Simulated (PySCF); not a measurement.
# One molecule, many inputs

Molecule: disilanol, H6OSi2; geometry GFN2-xTB.

Geometry:
| atom | x (Å) | y (Å) | z (Å) |
| --- | --- | --- | --- |
| O1 | -1.813 | 0.633 | -0.552 |
| Si2 | -0.877 | -0.471 | 0.203 |
| Si3 | 1.363 | 0.038 | 0.021 |
| H4 | -1.797 | 1.559 | -0.334 |
| H5 | -1.311 | -1.676 | -0.499 |
| H6 | -1.309 | -0.564 | 1.606 |
| H7 | 1.709 | 1.358 | 0.572 |
| H8 | 1.860 | 0.061 | -1.359 |
| H9 | 2.188 | -0.932 | 0.744 |

All runs: PySCF, non-relativistic, gas phase unless a solvent (IEF-PCM) is named; grid level 2, GIAOs and SCF threshold 1e-9 unless changed. The yardstick, PBE0/pcSseg-1, gives these isotropic shieldings σ (ppm, equivalent atoms averaged): O1 337.3, Si2 372.2, Si3 472.3, H5/H6 26.17, H7/H8/H9 28.40, H4 31.67.

(1) What do these inputs give? (1) solvent dichloromethane; HF/pcSseg-1; guess atom; aux def2-qzvpp-jkfit; (2) PBE0/pcSseg-1; max_cycle 84; mult 2; altered: mult 2; (3) B97-D/STO-3G; guess random; max_cycle 91; (4) PBE0/MINI; max_cycle 86; squeeze 1.3; altered: squeeze 1.3; (5) X3LYP/pcSseg-1; aux def2-qzvpp-jkfit; level_shift 0.3

(2) Comment on the technical settings and failures.

Answers

(1) 
```
run    outcome  functions  wall time     O1    Si2    Si3  H5/H6  H7/H8/H9     H4
  1  converged         95      3.4 s  348.6  415.0  493.3  27.39     29.02  30.38
  2    refused          –          –      –      –      –      –         –      –
  3  converged         29      4.4 s  407.1  552.4  613.9  30.50     31.85  37.07
  4  converged         29      3.4 s  350.4  719.7  800.5  27.87     29.10  30.03
  5  converged         95       11 s  333.2  362.2  460.0  26.36     28.58  31.75
```

Times are on 1 thread of an Arm Neoverse N1, shared host.

(2) 
- Run 1: The functional and medium differ from the yardstick's, which in itself moves the values. The starting guess changes the path of the SCF (9 cycles), not the solution, provided the same state is reached. The other auxiliary basis adds little: it changes only the density-fitting error.
- Run 2: The program stopped with: RuntimeError: Electron number 42 and spin 1 are not consistent
Note mol.spin = 2S = Nalpha - Nbeta, not 2S+1 Charge 0 and multiplicity 2 describe another species than the intended molecule, on its geometry.
- Run 3: The functional and orbital basis differ from the yardstick's, which in itself moves the values. The starting guess, cycle limit change the path of the SCF (14 cycles), not the solution, provided the same state is reached. With 29 functions the basis is far too small for magnetic properties.
- Run 4: The orbital basis differs from the yardstick's, which in itself moves the values. One bond was set to 1.3 of its length. The cycle limit changes the path of the SCF (10 cycles), not the solution, provided the same state is reached. With 29 functions the basis is far too small for magnetic properties.
- Run 5: The functional differs from the yardstick's, which in itself moves the values. The level shift changes the path of the SCF (12 cycles), not the solution, provided the same state is reached. The other auxiliary basis adds little: it changes only the density-fitting error.

Runs 2, 3, 4 were set up unsoundly or failed; their numbers aren't to be quoted as properties of the molecule.
